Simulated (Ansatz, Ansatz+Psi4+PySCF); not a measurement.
```xyz
6

C    -0.0471    0.6644    0.0000
O    -0.0471   -0.7585    0.0000
H    -1.0930    0.9698    0.0000
H     0.8785   -1.0485    0.0000
H     0.4371    1.0804    0.8918
H     0.4371    1.0804   -0.8918
```

Basis set: cc-pVTZ (spherical functions). Frozen core: 2 orbitals. Charge 0, multiplicity 1.

Computed with Ansatz (development build ahead of 0.2.0); each method stands on the lowest determinant of its kind that the runs found. Restricted open shells among the atoms or ions are ROHF, correlated in semicanonical orbitals with singles.

Question: Give the atomization energy at this shape (free ground-state atoms in the same class of orbitals less the molecule, no zero-point energy) of singlet CH₄O by RHF-CCSD(T), RHF-MP2.

Answer:

| method | atomization energy |
| --- | --- |
| RHF-CCSD(T) | 21.68 eV |
| RHF-MP2 | 21.89 eV |
